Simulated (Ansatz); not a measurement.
# Worked example: vertical ionisation energy of C4H10S (isopropyl methyl sulfide)

The species is C4H10S (15 atoms), meant as a singlet with charge 0. As SMILES, `CSC(C)C`. Geometry: relaxed at PBE0-D4/def2-TZVP. This is one conformer, not always the lowest.

| atom | x (Å) | y (Å) | z (Å) |
| --- | --- | --- | --- |
| C | -1.8692 | -0.7911 | 0.4092 |
| S | -0.4283 | -0.7315 | 1.4812 |
| C | 0.8073 | 0.1001 | 0.4363 |
| C | 1.1773 | -0.7109 | -0.7932 |
| C | 0.4175 | 1.5260 | 0.0883 |
| H | -2.2222 | 0.2054 | 0.1407 |
| H | -1.6859 | -1.3768 | -0.4925 |
| H | -2.6508 | -1.2869 | 0.9860 |
| H | 1.6707 | 0.1279 | 1.1100 |
| H | 2.0030 | -0.2325 | -1.3285 |
| H | 0.3371 | -0.7794 | -1.4888 |
| H | 1.4796 | -1.7234 | -0.5225 |
| H | 0.1783 | 2.1002 | 0.9843 |
| H | 1.2372 | 2.0255 | -0.4368 |
| H | -0.4517 | 1.5475 | -0.5738 |

Both states at this one shape; open shells run unrestricted unless said. 1 Eh = 27.2114 eV.

| level | program | singlet C4H10S (Eh) | doublet C4H10S+ (Eh) | HOMO of the first (eV) |
| --- | --- | --- | --- | --- |
| HF/3-21G | Ansatz | -551.984802 | -551.703721 | -9.09 |
| B3LYP/6-31G* (spherical functions) | Ansatz | -556.634938 | -556.329129 | -5.80 |

Task: Work out the vertical ionisation energy at each level.

Result: 
1. HF/3-21G: -551.703721 − (-551.984802) = 0.281081 Eh = 7.65 eV; −ε(HOMO) = 9.09 eV.
2. B3LYP/6-31G* (spherical functions): -556.329129 − (-556.634938) = 0.305809 Eh = 8.32 eV; −ε(HOMO) = 5.80 eV.

No measured value is set beside it here; the levels span 7.65 to 8.32 eV. In Hartree–Fock, −ε(HOMO) (Koopmans) exceeds the difference of totals by the orbital relaxation of the ion. Hartree–Fock favours the state with fewer electron pairs, since it lacks pair correlation.
